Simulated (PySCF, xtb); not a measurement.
**Relative energy of two isomers of CH3NaSi**

Structure I: `[Na][CH]=[SiH2]`, a singlet. Structure II: `C[Si][Na]`, a triplet. Both are isolated molecules in the gas phase, relaxed with B3LYP-D4/def2-SVP.

I (Å):

| atom | x (Å) | y (Å) | z (Å) |
| --- | --- | --- | --- |
| C | -1.6747 | 0.6685 | -0.8953 |
| Na | 0.4134 | 1.1808 | -1.5867 |
| Si | -2.2447 | -0.9399 | -1.0299 |
| H | -2.3770 | 1.4003 | -0.4639 |
| H | -3.5721 | -1.5281 | -0.6486 |
| H | -1.3736 | -2.0140 | -1.6017 |

II (Å):

| atom | x (Å) | y (Å) | z (Å) |
| --- | --- | --- | --- |
| C | -2.4763 | -0.1847 | -1.4769 |
| Na | 0.8959 | -0.3275 | 1.0725 |
| Si | -0.5681 | -0.0288 | -1.2019 |
| H | -3.0438 | 0.5482 | -0.8769 |
| H | -2.7176 | 0.0035 | -2.5389 |
| H | -2.8508 | -1.1934 | -1.2293 |

**Question.** Which of the two would you expect B3LYP-D4/def2-SVP electronic energies to favour?

**Answer.** Structure II; the calculation gives E(II) − E(I) = −8.1 kcal/mol.

Level by level:

```csv
level,geometry,E(II) − E(I) (kcal/mol),departure from the last row (kcal/mol),"job, with rough time for the two"
HF/STO-3G,GFN2-xTB,−30.8,−22.7,"single point, 0.98 s"
r2SCAN-D4/def2-SVP,GFN2-xTB,−12.3,−4.1,"single point, 34 s"
B3LYP-D4/def2-SVP,B3LYP-D4/def2-SVP,−8.1,,"optimisation, 41 s"
```

As drawn, II has 1 C–Si, 1 Na–Si, 2 C–H in place of 1 C–Na, 1 C=Si, 2 Si–H.

None of the levels shown reverses the order. The largest departure from B3LYP-D4/def2-SVP is that of HF/STO-3G, 22.7 kcal/mol. No coupled-cluster energies are at hand for both structures. No reliable frequencies are at hand for I, so it isn't confirmed as a minimum. The triplet state of II needn't be its ground state.

Open shells are spin-unrestricted. Codes used: PySCF 2.14.0, xtb 6.7.1; the last row on 2 threads of INTEL(R) XEON(R) PLATINUM 8581C CPU @ 2.30GHz (Emerald Rapids) on a shared host.
